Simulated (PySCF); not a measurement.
# CFCl3: calculation against experiment

**What was measured.**

NIST CCCBDB Release 22 (SRD 101), experimental dipoles lists, for the gas: dipole moment (microwave Stark effect, vibrational ground state) 0.46 ± 0.02 D.

The results are set against them at the end.

CFCl3.
Atom-mapped SMILES: `[F:1][C:2]([Cl:3])([Cl:4])[Cl:5]`

Geometry (PBE0-D3(BJ)/def2-TZVP, Å), atoms numbered from 1 in this order:
```xyz
5
CCl3F angstrom
F      0.067   -0.152    1.385
C      0.010   -0.014    0.061
Cl    -0.461    1.641   -0.307
Cl     1.600   -0.362   -0.608
Cl    -1.182   -1.147   -0.568
```

The PySCF runs (gas phase, on this PBE0-D3(BJ)/def2-TZVP geometry; no spin–orbit coupling):

| level | job | basis functions | wall time |
| --- | --- | --- | --- |
| PBE0-D3(BJ)/def2-TZVP, grid level 2 | geometry optimisation from a GFN2-xTB start shaken at random | 173 | 35 s |
| B97-2/pcSseg-2 | shieldings | 201 | 13 s |
| KT3/pcSseg-2 | shieldings | 201 | 17 s |
| PBE0/pcSseg-2 | shieldings | 201 | 14 s |
| wB97X-D/pcSseg-2 | shieldings | 201 | 16 s |

Hardware: one thread, Intel Xeon at 2.30 GHz (x86_64), shared host.

Results beside the measurements:

**Dipole moment.** Measured: 0.46 D (NIST CCCBDB Release 22 (SRD 101), experimental dipoles).

```tsv
level	computed (D)	computed − measured (D)	% (from the printed values)
PBE0-D3(BJ)/def2-TZVP	0.36	-0.10	-22
B97-2/pcSseg-2	0.37	-0.09	-20
KT3/pcSseg-2	0.32	-0.14	-30
PBE0/pcSseg-2	0.38	-0.08	-17
wB97X-D/pcSseg-2	0.37	-0.09	-20
```

Closest is PBE0/pcSseg-2 (-0.08 D), furthest KT3/pcSseg-2 (-0.14 D); one molecule doesn't rank methods. All 5 levels lie below the measurement. The computed dipoles belong to one fixed geometry; measured ones are averaged over vibrations unless marked μe. Magnitudes are compared, not signs.

The geometry is computed, not the measured one. Where a level misses, the cause wasn't examined.
